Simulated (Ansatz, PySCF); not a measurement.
System: C3H6Cl (charge 0, doublet). It need not be the lowest isomer of its formula. 
Structure (B3LYP-D3(BJ)/def2-TZVP (Ansatz, a quantum-chemistry and plane-wave program) minimum search):
```
C
H 1 1.0953
H 1 1.1004 2 105.34
C 1 1.4825 2 109.38 3 118.14
H 4 1.0802 1 123.38 2 147.90
C 1 1.5287 2 110.34 3 -118.19
H 6 1.0905 1 110.68 2 58.64
H 6 1.0912 7 108.12 1 121.84
H 6 1.0919 7 107.80 8 116.46
Cl 4 1.7165 5 114.76 1 -163.20
```
Charge 0, spin multiplicity 2.

Wanted: atomisation energy (electronic, to ground-state atoms), in kcal/mol. Cores are frozen in the correlated levels unless marked. Open shells are spin-unrestricted. Spin-orbit coupling is left out. No relativistic terms. The coupled-cluster limit lacks core correlation, which all-electron functionals hold. CBS(X,Y): correlation extrapolated as X^-3; Hartree-Fock from the larger set. The bracket is a focal-point correction in the basis named.

```csv
level,program,atomisation energy (kcal/mol)
HF/6-31G*,Ansatz,663.6
PBE-D3(BJ)/def2-TZVPD,Ansatz + dftd3,903.5
PBE-D4/def2-TZVPD,Ansatz + dftd4,903.1
PBE0-D3(BJ)/def2-TZVPD,Ansatz + dftd3,892.2
TPSSh/def2-TZVPD,PySCF,886.7
LC-wPBE-D4/def2-TZVPD,Ansatz + dftd4,887.0
wB97M-V/def2-TZVPD,Ansatz,883.1
CCSD(T)/aug-cc-pV(D+d)Z,Ansatz,825.8
CCSD(T)/cc-pV(D+d)Z,Ansatz,819.3
"RI-MP2/CBS(cc-pV(T+d)Z,cc-pV(Q+d)Z)+[CCSD(T)-MP2]/cc-pV(D+d)Z",Ansatz,881.6
```
